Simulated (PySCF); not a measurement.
## HC(OH) + F₂ → CF₂ + H₂O

Level: PBE0 in the def2-TZVP basis family, all electrons, no relativity, computed in PySCF with density fitting; open shells unrestricted.

| species | state and structure | E (Eh) | ZPE (kJ/mol) | H(298 K) − H(0) (kJ/mol) | S° (J/(mol K)) |
| --- | --- | --- | --- | --- | --- |
| HC(OH) | singlet, Cs, C–H 1.122 Å, C–O 1.299 Å, O–H 0.975 Å; C–O–H 115.9°, H–C–O 107.3° | -114.32533 | 68.5 | 10.1 | 225.2 |
| F₂ | singlet, D∞h, F–F 1.376 Å | -199.40856 | 6.6 | 8.7 | 201.9 |
| CF₂ | singlet, C2v, C–F 1.296 Å (×2); F–C–F 104.8° | -237.56926 | 18.6 | 10.3 | 240.6 |
| H₂O | singlet, C2v, O–H 0.960 Å (×2); H–O–H 105.1° | -76.37736 | 56.5 | 9.9 | 188.7 |

Q: What is the electronic reaction energy?

A: At PBE0/def2-TZVP, ΔE = -558.5 kJ/mol from the differences of the total energies times 2625.5, downhill. 

Q: Add zero-point, thermal and entropy terms for 298.15 K and 1 bar.

A: ΔZPE = 0.0 and Δ[H(298) − H(0)] = 1.4 kJ/mol give ΔH° = -557.1 kJ/mol. ΔS° = 2.2 J/(mol K), so ΔG° = -557.1 − 298.15 × (0.0022) = -558 kJ/mol.

Each species is the lowest minimum found with this bonding; other isomers or fragments can lie lower.
